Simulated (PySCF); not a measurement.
# Computed and published core binding energies of `NN`

What was measured (core binding energies): N 1s of N1/N2 406.10 eV [1]. Sources and the comparison follow the method.

N2H4.
Z-matrix (Å and degrees, PBE0-D3(BJ)/def2-TZVP geometry), rows numbered from 1:
```
N 
N   1  1.4154
H   1  1.0106  2  108.21
H   1  1.0143  2  112.68  3   119.66
H   2  1.0106  1  108.18  3   150.30
H   2  1.0142  1  112.70  3   -89.99
```

Level of theory: delta-SCF UKS SCAN, pcX-3 on the ionised atom, pcseg-2 elsewhere, spin-free X2C in PySCF 2.14.0. Each binding energy is the total energy of the core-ionised species, with the hole localised on one atom, minus that of the ground state; both are solved self-consistently, so orbital relaxation is included.

```
 atom         environment  level  this calculation (eV)  reference (eV)  difference (eV)  source
N1/N2  hydrazine nitrogen   N 1s                 405.89          406.10            -0.21     [1]
```

[1] measured, gas; Ozaki, Lee, Phys. Rev. Lett. 2017, 118, 026401 (arXiv:1607.05544)

**Question.** How far is it from the measured entries?

**Answer.** The one measured value differs by -0.21 eV, too little evidence for a typical error. The calculation is vertical and has no vibrational structure, and measured positions depend on the energy calibration.

The first atom of each set that the bonding makes equivalent was ionised and stands for the set. The structure is a single PBE0-D3(BJ)/def2-TZVP conformer in the gas phase; no vibrational or solvent corrections.

On one thread, Intel Xeon Platinum 8488C (x86_64), no GPU, shared host with 96 logical CPUs at a one-minute load of 51, this took 4.0 s of wall time and 0.44 GiB of memory at its peak.
